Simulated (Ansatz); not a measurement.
**C4H8: up Jacob's ladder to CCSD(T)**

Aim: compute C4H8 with functionals from several rungs and with coupled cluster. The yardstick is the atomisation energy at the CCSD(T) limit.

Method: functionals in def2-TZVPP, the program's frozen cores in correlated methods; program: Ansatz 0.2.0, Gaussian basis.

Levels to be run: LDA (SPW92), PBE-D4, revPBE-D4, BLYP-D4, r2SCAN-D4, B97M-V, PBE0-D4, B3LYP-D4, r2SCANh-D4, r2SCAN0-D4, HSE06-D4, BHLYP-D4, CAM-B3LYP-D4, LC-ωPBE, ωB97X-V, ωB97M-V, B2PLYP, PBE-QIDH; CCSD(T)/def2-SVP; CCSD(T)/def2-TZVPP; MP2/def2-QZVPP; extrapolation to the limit; RPA on PBE.

## (1) Structure used throughout

All runs share one geometry, relaxed beforehand with PBE0-D4 in a triple-zeta def2 set.

SMILES `CC1CC1`, 12 atoms, charge 0, spin multiplicity 1.

Atoms are counted from 1 here; the program's logs count them from 0.

Bond lengths: C1–C2 1.501 Å, C1–H5 1.094 Å, C1–H6 1.094 Å, C1–H7 1.094 Å, C2–C3 1.497 Å, C2–C4 1.497 Å, C2–H8 1.086 Å, C3–C4 1.501 Å, C3–H9 1.083 Å, C3–H10 1.084 Å, C4–H11 1.084 Å, C4–H12 1.083 Å. Angles: C2–C1–H5 111.4°, C2–C1–H6 111.4°, C2–C1–H7 110.7°, H5–C1–H6 107.9°, H5–C1–H7 107.6°, H6–C1–H7 107.6°, C1–C2–C3 120.0°, C1–C2–C4 120.0°, C1–C2–H8 114.8°, C3–C2–C4 60.2°, C3–C2–H8 115.5°, C4–C2–H8 115.5°, C2–C3–C4 59.9°, C2–C3–H9 118.7°, C2–C3–H10 117.4°, C4–C3–H9 118.2°, C4–C3–H10 117.7°, H9–C3–H10 114.3° and more.

## (2) LDA

This LDA is Slater exchange with PW92 correlation.

Contents of in.yaml:

```yaml
crystal:
  periodic: [false, false, false]
  atoms:
    - {symbol: C, position_ang: [-0.930132, 1.036208, -0.440432]}
    - {symbol: C, position_ang: [-0.402878, -0.134533, 0.337722]}
    - {symbol: C, position_ang: [1.045665, -0.195650, 0.710566]}
    - {symbol: C, position_ang: [0.495453, -1.131859, -0.325119]}
    - {symbol: H, position_ang: [-1.829369, 0.769646, -1.002827]}
    - {symbol: H, position_ang: [-1.181004, 1.872864, 0.217621]}
    - {symbol: H, position_ang: [-0.184079, 1.390692, -1.157213]}
    - {symbol: H, position_ang: [-1.092113, -0.541311, 1.071525]}
    - {symbol: H, position_ang: [1.317360, -0.603468, 1.676280]}
    - {symbol: H, position_ang: [1.683127, 0.612877, 0.371618]}
    - {symbol: H, position_ang: [0.763138, -0.952530, -1.360079]}
    - {symbol: H, position_ang: [0.391931, -2.178136, -0.065661]}
basis:
  gaussian: {orbitals: def2-TZVPP}
hamiltonian: {xc: lda}
output: {orbitals: {seedname: orbitals}}
```

The run is started by

```sh
$ ansatz run in.yaml --threads 2 --pin off --events-out ev --progress --plain --max-ram 4352MiB
```

The runs that follow: PBE-D4 (GGA); revPBE-D4 (GGA); BLYP-D4 (GGA); r2SCAN-D4 (meta-GGA); B97M-V (meta-GGA); B3LYP-D4 (hybrid); r2SCANh-D4 (hybrid); r2SCAN0-D4 (hybrid); HSE06-D4 (hybrid); BHLYP-D4 (hybrid); CAM-B3LYP-D4 (range-separated); LC-ωPBE (range-separated); ωB97X-V (range-separated); ωB97M-V (range-separated); B2PLYP (double hybrid); PBE-QIDH (double hybrid); CCSD(T) in def2-SVP; CCSD(T) in def2-TZVPP; MP2 in def2-QZVPP; RPA on PBE orbitals.

**Question.** What will the summary of the whole plan be? Wanted: atomisation energy, CCSD(T)/CBS; farthest beyond LDA; mean size of error, GGA; mean size of error, meta-GGA; mean size of error, hybrid; mean size of error, range-separated; mean size of error, double hybrid; gap, smallest and largest; T1 diagnostic.

**Answer**, as computed:

| quantity | value |
| --- | --- |
| atomisation energy, CCSD(T)/CBS | 4803.7 kJ/mol |
| functionals within 24.0 kJ/mol (0.5 %) | revPBE-D4, BLYP-D4, r2SCAN-D4, B97M-V, B3LYP-D4, r2SCANh-D4, r2SCAN0-D4, LC-ωPBE, ωB97X-V, ωB97M-V, PBE-QIDH |
| farthest beyond LDA | PBE-D4 (+105.1 kJ/mol) |
| mean size of error, GGA | 43.3 kJ/mol |
| mean size of error, meta-GGA | 21.7 kJ/mol |
| mean size of error, hybrid | 39.3 kJ/mol |
| mean size of error, range-separated | 22.9 kJ/mol |
| mean size of error, double hybrid | 25.3 kJ/mol |
| gap, smallest and largest | 7.23 eV (BLYP-D4), 14.32 eV (LC-ωPBE) |
| T1 diagnostic | 0.0080 |
| triples share of the correlation energy | 3.9 % |

The LDA atomisation energy is off by 655.0 kJ/mol (14 %): it overbinds. PBE-D4 is off by +105.1 kJ/mol. Double hybrids carry the basis error of their MP2 part in triple zeta, and no dispersion term here, so their miss is partly the set-up's. The rungs meta-GGA, range-separated miss on average by less than the doubt on the reference (24.0 kJ/mol), so they tie. Misses under about 24.0 kJ/mol are within the doubt on the reference itself, which lacks core-valence correlation, relativity and higher excitations. Hartree-Fock recovers 76 % of the binding; the rest is correlation. CCSD(T) in def2-SVP is off by -163.8 kJ/mol, worse than the median functional, from the basis alone. The gap grows from 7.2 to 14.3 eV across the functionals, mostly with the share of exact exchange.
